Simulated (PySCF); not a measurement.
CH3O, SMILES [CH2]O, multiplicity 2.

Geometry optimised at PBE-D3(BJ)/def2-TZVP. The isomer is the one that the SMILES or the coordinates give; other isomers of the formula were not compared.

Level of theory: PBE-D3(BJ)/def2-TZVP (PySCF 2.14.0).

No scaling factor is applied to the harmonic values.

Give all harmonic wavenumbers and intensities. (The exact figures need the calculation; the answer reports its results.)


| mode | ν (cm⁻¹) | IR (km/mol) | moving atoms (share of kinetic energy) |
|---|---|---|---|
| 1 | 414 | 26.9 | H 86 % |
| 2 | 522 | 127.9 | H 83 %, C 17 % |
| 3 | 1022 | 48.0 | H 92 % |
| 4 | 1178 | 87.9 | O 45 %, C 41 %, H 14 % |
| 5 | 1326 | 23.2 | H 76 %, C 15 %, O 9 % |
| 6 | 1435 | 6.1 | H 86 %, C 14 % |
| 7 | 3064 | 18.7 | H 96 % |
| 8 | 3206 | 11.4 | H 89 %, C 11 % |
| 9 | 3705 | 44.7 | H 94 % |
